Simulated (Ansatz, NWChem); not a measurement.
## C2F3N (cyanotrifluoromethane): the energy, rung by rung

C2F3N: 6 atoms, total charge 0, spin state singlet. SMILES: `N#CC(F)(F)F`. Geometry: relaxed at PBE0-D4/def2-TZVP.

| atom | x (Å) | y (Å) | z (Å) |
| --- | --- | --- | --- |
| N | 1.0221 | -1.7051 | 0.8935 |
| C | 0.4862 | -0.8106 | 0.4178 |
| C | -0.2064 | 0.3456 | -0.1972 |
| F | -1.3160 | -0.0558 | -0.8023 |
| F | 0.5815 | 0.9270 | -1.0915 |
| F | -0.5252 | 1.2348 | 0.7336 |

Each level gives the energy change with the C3–F5 bond stretched from 1.326 to 2.387 Å (eV). The values are calculated.

```csv
level,kind,program,value (eV),less CCSD(T)/cc-pVDZ,CPU time (all runs)
SVWN5/cc-pVDZ (restricted),LDA,Ansatz,4.56,+0.33,10 s
M06-L/cc-pVDZ (restricted),meta-GGA,NWChem,4.19,-0.04,82 s
B3LYP/cc-pVDZ (restricted),global hybrid,Ansatz,4.44,+0.21,20 s
r2SCAN0/cc-pVDZ (restricted),hybrid meta-GGA,Ansatz,5.03,+0.80,41 s
HSE06/cc-pVDZ (restricted),range-separated hybrid,Ansatz,4.77,+0.54,21 s
wB97M-V/cc-pVDZ (restricted),range-separated hybrid,Ansatz,4.99,+0.76,3.3 min
wB97X/cc-pVDZ (restricted),range-separated hybrid,Ansatz,5.00,+0.77,67 s
CCSD(T)/cc-pVDZ (restricted),coupled cluster or CI,Ansatz,4.23,0.00,1.9 min
```

Differences are taken from CCSD(T)/cc-pVDZ (restricted) for orientation; it has basis-set and higher-order errors of its own. Its T1 diagnostic reaches 0.031, a sign that one reference may not serve. At this stretch a single reference begins to fail. The first shape isn't each level's own minimum. The values span 4.19 to 5.03 eV. CPU times are rough (shared hosts, several kinds of processor and program).
